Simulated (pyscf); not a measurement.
F–GeH₂• + ammonia (NH₃) -> H₂N–GeH₂–F + H atom (H•), a substitution at N (doublet surface; H–N broken, Ge–N formed). Structures and frequencies: ωB97X-D3(BJ)/def2-SVP in PySCF. Energies in kJ/mol from the separated reactants.

Small-basis levels: PySCF, no dispersion term, spherical d functions. AM1 to PM7: differences of heats of formation from MOPAC, which are fitted to 298 K values and so differ in kind from electronic energies by zero-point and thermal terms. Open shells are spin-unrestricted. 

| level | barrier | reaction energy |
|---|---|---|
| HF/STO-3G | 224.7 | +38.9 |
| HF/3-21G | 120.5 | -31.8 |
| HF/6-31G*+LANL2DZ | 193.0 | +51.9 |
| BP86/6-31G*+LANL2DZ | 98.0 | +83.9 |
| B3LYP/STO-3G | 129.1 | +70.5 |
| PBE/def2-SVP | 86.1 | +67.2 |
| AM1 | 98.5 | +141.9 |
| PM3 | 36.5 | +111.4 |
| PM7 | 14.5 | +92.3 |
| ωB97M-D3(BJ)/def2-TZVP | 136.4 | +79.6 |

Against the last row the barrier runs from -121.8 (PM7) to +88.3 kJ/mol (HF/STO-3G). At AM1, PM3, PM7 this geometry lies under one side, so the entry may be no barrier of that level: it is a single point on another level's saddle. ωB97M-D3(BJ)/def2-TZVP has limits of its own. On the reactant side the descent ends in a complex, 29.1 kJ/mol under the separated species and 158.9 kJ/mol under the saddle at ωB97X-D3(BJ)/def2-TZVP. The same reactants have a lower exit, to H₂N–GeH₂• + HF (barrier +57.5 kJ/mol at ωB97M-D3(BJ)/def2-TZVP, against +136.4 kJ/mol here). This is the saddle that the search found; another between the same sides may lie lower. The angle at the attacked N is 137°. In the def2 sets elements up to Kr have no core potential.
